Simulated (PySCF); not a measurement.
Molecule: SMILES O=CC1CC1, C4H6O.

Geometry:
```csv
atom,x (Å),y (Å),z (Å)
O1,2.404,-1.146,0.141
C2,1.403,-0.551,0.439
C3,0.275,-0.268,-0.471
C4,-1.120,-0.274,0.116
C5,-0.496,1.017,-0.261
H6,1.252,-0.156,1.483
H7,0.413,-0.635,-1.492
H8,-1.913,-0.684,-0.513
H9,-1.217,-0.516,1.179
H10,-0.844,1.530,-1.160
H11,-0.156,1.683,0.538
```

Geometry PBE0-D3(BJ)/def2-SVP throughout; GIAO in PySCF, gas phase, one conformer, non-relativistic; equivalent atoms averaged; basis pcSseg-2.

For orientation, BLYP gives these shifts δ (against H2O, TMS at the same level): O1 639.9, C2 207.0, C3 28.2, C4/C5 7.4, H6 8.92, H7 1.57, H8/H10 1.01, H9/H11 0.99 ppm.

A run gave: O1 591.1, C2 193.0, C3 24.2, C4/C5 6.4, H6 8.63, H7 1.53, H8/H10 0.99, H9/H11 0.95 ppm (shifts δ (against H2O, TMS at the same level)).

**Question.** Which functional was used in that run?
A. B97-D
B. wB97X-D
C. KT3
D. CAM-B3LYP
E. PBE0

**Answer.** C. C2 tells them apart best: KT3 gives 193.0, B97-D gives 200.7, CAM-B3LYP gives 213.4, PBE0 gives 209.0, wB97X-D gives 210.7 ppm.
